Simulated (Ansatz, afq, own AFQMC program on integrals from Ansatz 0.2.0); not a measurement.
Two steps: Ansatz 0.2.0 writes the Fock matrix and Cholesky factors of the valence space, and afq projects on them the lowest state that overlaps trial and start.

```yaml
crystal:
  periodic: [false, false, false]
  atoms:
    - {symbol: Mg, position_ang: [0.000000, 0.000000, 0.000000]}
    - {symbol: Mg, position_ang: [0.000000, 0.000000, 2.765800]}
basis:
  gaussian: {orbitals: cc-pVDZ}
magnetization: {spin_polarized: true, initial_magnetization: 4}
correlation: {method: ccsd_t, electrons: outside_noble_gas, hamiltonian_folder: ham}
```

```sh
$ ansatz run in.yaml --threads 1 --pin off --events-out ev --progress --plain --max-ram 1382MiB
```

Options of the walk:

```
--method phaseless --trial hf --walkers 200 --populations 1 --least-time 40 --time-step 0.005 --steps-per-block 20 --equilibration-blocks 112 --max-blocks 600 --target-error 0.00072 --factor-cut 1e-05 --start spin_pure --seed 508 --taylor-order 6
```

Times are imaginary, in 1/Eh. The walk had a cap of 521 s.

afq prints:

```
orbitals 26  electrons 4 0  factors 178 of 328
reference energy -399.09554701 Eh
CCSD correlation -0.02447890 Eh in 9 cycles, weight of the determinant in the CISD state 0.9426
energy of the start -399.095547 Eh
 block  time / (1/Eh)  mean weight  energy / Eh
     1     0.100  1.0000  -399.096928
     2     0.200  1.0003  -399.098245
     3     0.300  1.0001  -399.099418
     4     0.400  1.0002  -399.100414
     5     0.500  1.0000  -399.101578
     8     0.800  0.9998  -399.104184
    13     1.300  1.0002  -399.105784
    49     4.900  0.9997  -399.117336
    85     8.500  0.9999  -399.117024
   121    12.100  0.9995  -399.116021
   157    15.700  0.9995  -399.113600
   193    19.300  1.0003  -399.113273
   229    22.900  1.0006  -399.115428
   265    26.500  1.0002  -399.114691
   301    30.100  1.0005  -399.116705
   337    33.700  0.9997  -399.115516
   361    36.100  1.0002  -399.109153
   373    37.300  1.0001  -399.110580
   409    40.900  0.9998  -399.116288
   445    44.500  0.9998  -399.114924
   481    48.100  1.0002  -399.114807
   505    50.500  1.0000  -399.125909
blocks merged  error / Eh  count
     1  0.000151  400
     2  0.000207  200
     4  0.000285  100
     8  0.000388  50
    16  0.000514  25
    32  0.000641  12
energy -399.116227 +/- 0.000514 Eh
(rows thinned)
```

The run failed at least one of its tests; the cautions name the faults.

Against this walk (error 14.0 meV) on the same determinant: CCSD(T) 126.6 meV lower, CCSDT(Q) 140.0 meV lower, full CI 140.2 meV lower. The error is statistical and leaves out the bias of the constraint. Full CI is exact here, so the walk's 140 meV above it is the walk's own error: the bias of the constraint with this trial, or a walk that hasn't relaxed. It lies above even CCSD, by 103 meV.

Cautions: constraint bias not in the error; error not settled; another spin lies lower (by 3.96 eV); the search met a lower determinant of the same kind, perhaps of another symmetry (97 meV lower), and this one is a saddle point.

The walk took 83 s on 1 thread of Arm Neoverse V2, with other jobs on the host. The log's last line is the phaseless energy.

CCSDT and higher add their correlation energy to the determinant of the CCSD(T) run, since their own runs factorise the integrals more tightly (a shift of under 2 meV). A walk keeps the symmetry of its determinant, which the program's search chose and which needn't be the lowest solution, so a lower state of the same spin and another symmetry isn't excluded.
